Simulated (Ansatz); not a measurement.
## Ansatz (development build ahead of 0.2.0) run

```yaml
crystal:
  periodic: [false, false, false]
  atoms:
    - { symbol: C, position_ang: [0.00053, 0.00803, -0.52874] }
    - { symbol: O, position_ang: [0.00802, 0.00596, 0.6729] }
    - { symbol: H, position_ang: [-0.00746, -0.94782, -1.11895] }
    - { symbol: H, position_ang: [-0.00767, 0.95046, -1.12692] }
basis:
  gaussian: { orbitals: cc-pVTZ }
hamiltonian:
  xc: hf
correlation:
  method: mp2
  frozen_orbitals: { C: 1, H: 0, O: 1 }
```

The input is written out in the form of the current development build from the run's settings.

The run gave:

```
Converged                       : yes
Reference energy                : -113.91114 hartree
Correlation energy              : -0.39554 hartree
Total energy                    : -114.30668 hartree
Spin squared of the determinant : 0.000
```
